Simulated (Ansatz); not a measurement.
## GeH2, triplet: reading a ladder of total energies

Geometry: a PBE0/def2-TZVP stationary point for this spin, not checked as a minimum.

```xyz
3

Ge    0.0000   -0.0208    0.0000
H     0.0000    0.7490   -1.3344
H     0.0000    0.7490    1.3344
```

Basis cc-pVDZ; Ansatz 0.2.0. Correlated methods freeze the noble-gas cores and the filled d shells of p-block atoms, which leaves 6 electrons in 23 orbitals. R marks a restricted (for open shells ROHF) determinant. No spin–orbit coupling is included, and no scalar relativity.

Full CI is exact within this basis and frozen core; it isn't the basis-set limit.

Runs differ by some tens of microhartree through their thresholds and, for an open shell, their frozen cores, so steps under 0.03 kcal/mol mean nothing.

```json
{"level": "RHF", "total energy (hartree)": "-2076.426862"}
{"level": "RMP2", "total energy (hartree)": "-2076.497908"}
{"level": "RCCSD", "total energy (hartree)": "-2076.518782"}
{"level": "RCCSD(T)", "total energy (hartree)": "-2076.520540"}
{"level": "RCCSDT", "total energy (hartree)": "-2076.521087"}
{"level": "RCCSDT(Q)", "total energy (hartree)": "-2076.521120"}
{"level": "full CI", "total energy (hartree)": "-2076.521105"}
```

**Question.** What is the correlation energy at full CI, and what share of it do RMP2 and RCCSD(T) recover?

**Answer.** E(corr) = -2076.521105 − (-2076.426862) = -0.094243 hartree = -2.564 eV. RMP2: -0.071046 / -0.094243 = 75.39 %. RCCSD(T): -0.093678 / -0.094243 = 99.40 %.

**Question.** By how many kcal/mol does RCCSD(T) miss full CI (1 hartree = 627.509 kcal/mol), and which steps make up the rest?

**Answer.** -2076.520540 − (-2076.521105) = 0.000565 hartree = 0.35 kcal/mol. Steps: RCCSDT − RCCSD(T) = -0.34, RCCSDT(Q) − RCCSDT = -0.02, full CI − RCCSDT(Q) = 0.01 kcal/mol. That is within 1 kcal/mol of the reference in this basis, which itself misses far more of the correlation at the basis-set limit.
